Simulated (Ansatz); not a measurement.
Basis-set extrapolation for `[Si]=[Si]` (triplet) (PBE0-D4/def2-TZVP geometry, frozen core, Ansatz). Multiplicity 3, UHF reference.

```tsv
	cc-pV(T+d)Z	cc-pV(Q+d)Z
HF	-577.779411	-577.783797
MP2 correlation	-0.157497	-0.168962
CCSD(T) correlation	-0.200267	-0.209498
```

Energies in hartree. Use E(X) = E(∞) + A·exp(−5.46·√X) for Hartree–Fock and E(X) = E(∞) + B·X^(−3.05) for correlation, with X = 3 and 4.

What is the CCSD(T) energy at the basis-set limit?

HF limit: -577.783797 + (-0.004386) × 0.30130 = -577.78512. Correlation limit: -0.209498 + (-0.009231) × 0.71189 = -0.21607. Total: -578.00119 hartree, 0.59 eV below CCSD(T)/cc-pV(T+d)Z.
